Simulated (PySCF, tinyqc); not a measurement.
Inside a calculation. Method: coupled-perturbed Hartree-Fock on RHF in the sto-3g basis, for CH+, spin multiplicity 1. The lowest restricted solution is unstable here: a spin-polarised one lies 0.0083 hartree lower (PySCF). One step of it, computed by the program tinyqc.

Task: Response to a field: uncoupled start. Field along z; U_ai = -mu_ai / (e_a - e_i), alpha = -4 sum U_ai mu_ai.

orbital energies (hartree): MO1 -11.666012, MO2 -1.159951, MO3 -0.804395, MO4 -0.259651, MO5 -0.259651, MO6 -0.019327

dipole integrals <a|z|i> (bohr):
```
           i1        i2        i3
a4   0.000000  0.000000  0.000000
a5   0.000000  0.000000  0.000000
a6  -0.063167  0.345806  1.208515
```

Give: uncoupled U; uncoupled polarisability.

Result:

uncoupled U:
```
        i1       i2       i3
a4  0.0000   0.0000   0.0000
a5  0.0000   0.0000   0.0000
a6  0.0054  -0.3032  -1.5394
```

uncoupled polarisability = 7.8622 bohr^3
